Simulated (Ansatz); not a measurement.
# SiH₅ (doublet): wave-function methods side by side at distance H1–H2 along a hydrogen transfer = 0.745 Å, cc-pVTZ

The task here is to estimate one member of a computed series from the others.

Program: Ansatz 0.2.0, Gaussian basis. Level of theory: cc-pVTZ, core rule «outside noble gas», up to 5 orbitals frozen. These are calculated values, not measurements.

Plan: UHF; CCSD(T) on ROHF; CCSD(T) on UHF; BCCD(T) on ROHF; CISD; CCSDT(Q) on ROHF; CCSDT(Q) on UHF; CASSCF and NEVPT2, 3 electrons in 3 orbitals; CASSCF and NEVPT2, 9 electrons in 9 orbitals.

## The system

The geometry derives from fragments relaxed apart (PBE0/def2-TZVP) and kept rigid, so it is no stationary point. A hydrogen atom is moved between rigid fragments.

6 atoms, charge 0, spin multiplicity 2.

Atoms are counted from 1 here; the program's logs count them from 0.

Bond lengths: H1–H2 0.745 Å, Si3–H4 1.486 Å, Si3–H5 1.486 Å, Si3–H6 1.486 Å. Angles: H4–Si3–H5 111.3°, H4–Si3–H6 111.3°, H5–Si3–H6 111.3°.

Set-up of the first run:

File in.yaml:

```yaml
crystal:
  periodic: [false, false, false]
  atoms:
    - {symbol: H, position_ang: [-2.723399, 0.000000, -0.000001]}
    - {symbol: H, position_ang: [-1.978399, 0.000000, -0.000001]}
    - {symbol: Si, position_ang: [0.108601, 0.000000, 0.000000]}
    - {symbol: H, position_ang: [0.558574, -1.416253, 0.000000]}
    - {symbol: H, position_ang: [0.558575, 0.708126, -1.226511]}
    - {symbol: H, position_ang: [0.558574, 0.708127, 1.226511]}
basis:
  gaussian: {orbitals: cc-pVTZ}
magnetization: {spin_polarized: true, initial_magnetization: 1}
hamiltonian: {xc: hf}
output: {orbitals: {seedname: orbitals}}
```

Run with:

```sh
$ ansatz run in.yaml --threads 1 --pin off --events-out ev --progress --plain --max-ram 2816MiB --backend cpu
```

Steps of the session up to this table: UHF; CCSD(T) on ROHF; CCSD(T) on UHF; BCCD(T) on ROHF; CISD; CCSDT(Q) on ROHF; CCSDT(Q) on UHF; CASSCF and NEVPT2, 3 electrons in 3 orbitals; CASSCF and NEVPT2, 9 electrons in 9 orbitals.

One table of the session follows, with a row left open; its other results are not shown here.

```
        method  from UCCSDT(Q) (meV)
          ROHF               +5357.7
           UHF               +5272.8
          RMP2               +1071.4
          UMP2               +1069.0
          CISD                +459.0
         RCCSD                +144.4
         UCCSD                +142.6
      RCCSD(T)                 +27.8
      UCCSD(T)                 +27.3
       BCCD(T)                     ?
        RCCSDT                  +3.9
        UCCSDT                  +3.1
     RCCSDT(Q)                  +1.0
     UCCSDT(Q)                     0
   CASSCF pair               +4859.6
   NEVPT2 pair               +1071.8
CASSCF valence               +3674.7
NEVPT2 valence               +1113.9
```

**Question.** Estimate the row for BCCD(T).

The run gave: from UCCSDT(Q) (meV): +27.4. In the column «from UCCSDT(Q) (meV)» it lies between UCCSD(T) (+27.3) and RCCSD(T) (+27.8).

To keep in mind: Restricted and unrestricted rows rest on different reference determinants; where their highest levels disagree by more than a few hundredths of an eV, they describe different states and don't form one ladder.
